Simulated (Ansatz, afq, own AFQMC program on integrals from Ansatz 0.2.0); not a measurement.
AFQMC on a folder of integrals that Ansatz 0.2.0 wrote.

```yaml
crystal:
  periodic: [false, false, false]
  atoms:
    - {symbol: Be, position_ang: [0.000000, 0.000000, 1.052730]}
    - {symbol: Be, position_ang: [0.000000, 0.000000, -1.052730]}
    - {symbol: H, position_ang: [0.000000, 0.000000, 2.400248]}
    - {symbol: H, position_ang: [0.000000, 0.000000, -2.400248]}
basis:
  gaussian: {orbitals: cc-pVDZ}
magnetization: {spin_polarized: false}
correlation: {method: ccsd_t, electrons: outside_noble_gas, hamiltonian_folder: ham}
```

```sh
$ ansatz run in.yaml --threads 1 --pin off --events-out ev --progress --plain --max-ram 1382MiB
```

Options of the walk:

```
--method free --trial cisd --walkers 80 --time-step 0.03 --max-blocks 80 --target-error 0.00029 --factor-cut 1e-05 --seed 8173 --times 0,0.3,0.6,1.2,1.8,2.4,3.6,4.8,6 --taylor-order 8
```

Times are imaginary, in 1/Eh. The walk had a cap of 490 s.

Output of the walk:

```
orbitals 36  electrons 3 3  factors 270 of 344
reference energy -30.38205211 Eh
CCSD correlation -0.10665331 Eh in 10 cycles, weight of the determinant in the CISD state 0.9165
repeat  energy at the last time / Eh  error
    10  -30.491065  0.000470
    20  -30.490660  0.000312
    30  -30.490615  0.000235
time / (1/Eh)  energy / Eh  error  mean overlap
  0.00  -30.488664  0.000089  1.0899
  0.30  -30.489376  0.000089  1.0861
  0.60  -30.489756  0.000093  1.0983
  1.20  -30.490301  0.000098  1.0702
  1.80  -30.490447  0.000100  1.0711
  2.40  -30.490516  0.000128  1.0698
  3.60  -30.490570  0.000153  1.0737
  4.80  -30.490819  0.000163  1.0382
  6.00  -30.490658  0.000235  1.0569
energy -30.490658 +/- 0.000235 Eh
```

The run passed its tests (error under three times the target), which doesn't prove that it has relaxed.

Against this walk (error 6.4 meV) on the same determinant: CCSD(T) 15.9 meV higher, CCSDT(Q) 2.0 meV higher (within the noise), full CI 1.6 meV higher (within the noise). The error is statistical, and a free projection of finite length keeps a remainder of its start.

Cautions: remainder of the start not in the error.

The walk took 54 s on 1 thread of Arm Neoverse V1 (shared host). The log's last line is the free-projection energy.

CCSDT and higher add their correlation energy to the determinant of the CCSD(T) run, since their own runs factorise the integrals more tightly (a shift of under 2 meV). A walk keeps the symmetry of its determinant, which the program's search chose and which needn't be the lowest solution, so a lower state of the same spin and another symmetry isn't excluded.
